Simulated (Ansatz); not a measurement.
One change: `BN` becomes `CBN`.

Ansatz, PBE0-D4/def2-TZVP geometries, multiplicity 1. Each molecule was computed in one conformer, which needn't be the lowest.

```
                                          property    `BN`
                 HOMO energy (PBE/def2-TZVPP) / eV   -7.34
size of the dipole moment (ωB97M-V/def2-TZVPP) / D    1.97
             LUMO energy (ωB97M-V/def2-TZVPP) / eV    2.06
             HOMO–LUMO gap (B3LYP/def2-TZVPP) / eV    8.41
             HOMO energy (ωB97M-V/def2-TZVPP) / eV  -11.12
               LUMO energy (B3LYP/def2-TZVPP) / eV   -0.02
```

Q: Give the same properties after the change, and the shifts. (Best estimate.)

A: Ansatz gave: 
```csv
property,`CBN`,shift
HOMO energy (PBE/def2-TZVPP) / eV,-6.95,0.39
size of the dipole moment (ωB97M-V/def2-TZVPP) / D,1.57,-0.40
LUMO energy (ωB97M-V/def2-TZVPP) / eV,2.29,0.23
HOMO–LUMO gap (B3LYP/def2-TZVPP) / eV,8.65,0.24
HOMO energy (ωB97M-V/def2-TZVPP) / eV,-10.73,0.39
LUMO energy (B3LYP/def2-TZVPP) / eV,0.57,0.59
```

With PBE0 the HOMO rises by 0.38 eV and the LUMO rises by 0.59 eV, so the gap widens by about 0.21 eV. PBE moves the HOMO by 0.39 eV and ωB97M-V by 0.39 eV. The zero-point energy changes by 75.1 kJ/mol with +9 modes. Dipoles are sizes alone; their direction can turn.

B3LYP here is the variant with VWN-RPA as its local correlation; programs differ in this.
